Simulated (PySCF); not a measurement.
# Partners of acetylene

Gas-phase complexes of acetylene, each in one structure from a short search with a few starts, optimised by PBE0-D3(BJ)/def2-SVPD or PBE0-D3(BJ)/def2-TZVPD; other ways of binding may lie lower. Energies in kcal/mol, CCSD(T) at its estimated basis limit, counterpoise-corrected (PySCF): interaction is complex less parts frozen as they stand in it. Contacts are written partner···acetylene; electrostatic, Pauli and orbital are terms of the uncorrected MP2 energy, whose rest is dispersion or correlation. The CCSD(T) estimate is Hartree-Fock/aug-cc-pVQZ, plus the MP2 correlation part extrapolated as X⁻³ from aug-cc-pVTZ and aug-cc-pVQZ, plus CCSD(T) less MP2 in aug-cc-pVDZ; noble-gas cores are frozen. It isn't the exact limit.

1 other partner is left out, for which the search missed the form known or expected to bind best.

Frequency runs check only 2 of the 5 structures; these show no clear imaginary mode. 2 further partners within 0.25 kcal/mol of a listed one are not ranked.

Task: Order these partners of acetylene by interaction energy, strongest first: carbon disulfide, chlorine, methanol, dinitrogen, hydrogen chloride.

Result: methanol (-3.2), hydrogen chloride (-2.9), chlorine (-2.1), carbon disulfide (-1.1), dinitrogen (-0.5).
| partner | contact | distance (Å) | interaction | electrostatic | Pauli | orbital |
| --- | --- | --- | --- | --- | --- | --- |
| methanol | O···H | 2.15 | -3.2 | -5.1 | 4.7 | -1.4 |
| hydrogen chloride | H···C | 2.36 | -2.9 | -5.2 | 7.4 | -2.7 |
| chlorine | Cl···C | 3.02 | -2.1 | -5.3 | 9.2 | -2.5 |
| carbon disulfide | S···C | 3.83 | -1.1 | -0.8 | 2.1 | -0.2 |
| dinitrogen | N···C | 3.54 | -0.5 | -0.4 | 0.7 | -0.1 |
